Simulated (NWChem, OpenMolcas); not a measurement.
# OpenMolcas → NWChem

OpenMolcas 26.06 runs this on P4 (SMILES P12P3P1P23):

calc.input:
```
&gateway
baslib = $CurrDir
coord
4
angstrom
P       -0.724800      -0.100000       1.119400
P        1.294900       0.109800       0.315700
P       -0.185000      -1.091700      -0.749800
P       -0.385100       1.081900      -0.685200
basis = def2-SVPD
group = NoSym
&seward
gridinput
Grid=UltraFine
End of Grid
&scf
ksdft = 2
1.0 MGGA_X_TPSS
1.0 MGGA_C_TPSS
thresholds = 1e-10 1e-07 1e-07 1e-05
prorbitals = 1
&alaska
```

```bash
$ export MOLCAS_MEM=1860
$ pymolcas calc.input > calc.log
```

(Basis files named in the input come from the Basis Set Exchange and aren't shown.)

Geometry: relaxed at PBE0-D4/def2-TZVP.

It gives a total energy of -1365.143145 Eh.

Question: Translate the job to NWChem 7.3.0 as an ASE script.

Answer: One way, which was run:

run.py:
```python
from ase import Atoms
from ase.calculators.nwchem import NWChem

system = Atoms(['P', 'P', 'P', 'P'], positions=[
    [-0.724800, -0.100000, 1.119400],
    [1.294900, 0.109800, 0.315700],
    [-0.185000, -1.091700, -0.749800],
    [-0.385100, 1.081900, -0.685200],
])

calc = NWChem(
    label='p4',
    theory='dft',
    memory='2200 mb',
    basis='def2-SVPD',
    basispar='spherical bse',
    dft={'xc': 'xtpss03 ctpss03', 'mult': '1', 'grid': 'fine', 'convergence': 'energy 1e-08', 'iterations': '100', 'mulliken': None},
)
system.calc = calc

forces = system.get_forces()
print(f"energy = {system.get_potential_energy():.6f} eV")
print("forces (eV/A):")
for s, f in zip(system.symbols, forces):
    print(f"{s:2s} {f[0]:10.5f} {f[1]:10.5f} {f[2]:10.5f}")
print("dipole (e A):", system.get_dipole_moment().round(4))
```

```bash
$ export ASE_NWCHEM_COMMAND="nwchem PREFIX.nwi > PREFIX.nwo"
$ python run.py
```

Its energy is -1365.143145 Eh, 0.000 mEh from the first.
